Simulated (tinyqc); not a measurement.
Inside a calculation. Method: CCD on RHF in the sto-3g basis, frozen core, for H2F+, spin multiplicity 1. One step of it, computed by the program tinyqc.

Task: Orthogonalisation. S = U s U^T; symmetric (Loewdin) form X = U s^(-1/2) U^T, so that X^T S X = 1.

overlap S:
```
           1F 1s     1F 2s    1F 2px     1F 2py    1F 2pz     2H 1s      3H 1s
1F 1s   1.000000  0.237990  0.000000   0.000000  0.000000  0.026270   0.026270
1F 2s   0.237990  1.000000  0.000000   0.000000  0.000000  0.292411   0.292411
1F 2px  0.000000  0.000000  1.000000   0.000000  0.000000  0.000000   0.000000
1F 2py  0.000000  0.000000  0.000000   1.000000  0.000000  0.212329  -0.212329
1F 2pz  0.000000  0.000000  0.000000   0.000000  1.000000  0.137062   0.137062
2H 1s   0.026270  0.292411  0.000000   0.212329  0.137062  1.000000   0.121982
3H 1s   0.026270  0.292411  0.000000  -0.212329  0.137062  0.121982   1.000000
```

Give: eigenvalues of S; X.

Result:

eigenvalues of S: 0.552  0.633  0.906  1.000  1.088  1.245  1.575

X:
```
         1F 1s   1F 2s  1F 2px  1F 2py  1F 2pz   2H 1s   3H 1s
1F 1s    1.023  -0.131   0.000   0.000  -0.004   0.015   0.015
1F 2s   -0.131   1.093   0.000   0.000   0.033  -0.156  -0.156
1F 2px   0.000   0.000   1.000   0.000   0.000   0.000   0.000
1F 2py   0.000   0.000   0.000   1.041   0.000  -0.125   0.125
1F 2pz  -0.004   0.033   0.000   0.000   1.015  -0.072  -0.072
2H 1s    0.015  -0.156   0.000  -0.125  -0.072   1.066  -0.046
3H 1s    0.015  -0.156   0.000   0.125  -0.072  -0.046   1.066
```
